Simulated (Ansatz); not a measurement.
Relaxed structures of CH₂AlO (charge +1), singlet (PBE0-D4/def2-TZVP; forces vanish, vibrations not checked; lower isomers may exist, and structures with a doubtful reference or unclear bonds are left out; Å). Program: Ansatz 0.2.0. Basis: def2-TZVPP. Cores are frozen in the correlated methods.

Problem. Rank them by CCSD(T) energy, lowest first, and give each one's height above the lowest. Links in brackets join atoms within 1.22 times the sum of their covalent radii (1.1 for two metals). (An estimate is asked for; the value comes from the calculation.)
A.
CH₂AlO ([OH][C][AlH]), total charge +1
```
5
angstrom
C 0.0516 -0.2246 0.5594
O -0.6730 -0.3571 1.5631
Al 0.7146 1.4257 -0.3259
H -0.8522 -1.2980 1.7917
H 1.6184 1.6991 -1.5754
```
B.
CH₂AlO ([CH]1[O][AlH]1), total charge +1
```
5
angstrom
C -0.5528 -0.7779 -0.0388
O -0.2639 -0.1901 1.0425
Al 0.5502 0.7084 -0.3445
H -1.1924 -1.6676 -0.0312
H 1.4589 1.9272 -0.6280
```
C.
CH₂AlO ([O][C][AlH2]), total charge +1
```
5
angstrom
C -0.2784 -0.2979 0.3497
O -0.8689 -1.2124 0.5659
Al 0.8894 1.5112 -0.0775
H 0.7724 2.3367 1.2333
H 1.3929 1.2842 -1.5295
```
D.
CH₂AlO ([CH2][O][Al]), total charge +1
```
5
angstrom
C -0.8319 -1.2648 -0.0087
O -0.2243 -0.2240 0.1779
Al 1.0010 1.3779 0.0715
H -1.5979 -1.5868 0.7075
H -0.6224 -1.8875 -0.8877
```

Solution. By the calculation: D (0.00 kcal/mol), C (18.66 kcal/mol), B (35.56 kcal/mol), A (84.07 kcal/mol). Heights count from the lowest.

The T1 diagnostic stays at or below 0.028. The T1 diagnostic is large here, which may signal multireference character or strong orbital relaxation, so CCSD(T) is less sure. The restricted Hartree–Fock reference is unstable towards an unrestricted one at one or more of these structures. A large double-excitation amplitude points to some diradical character; no triplet was computed.

For scale, one of the runs: CCSD(T)/def2-TZVPP, 132 basis functions, launched by `ansatz run in.yaml --threads 2 --pin off --events-out ev --progress --plain --max-ram 4352MiB`. Time: 9 s of wall clock on 2 CPU threads of an Arm Neoverse V1; the host was shared. Peak host memory: 0.64 GiB.
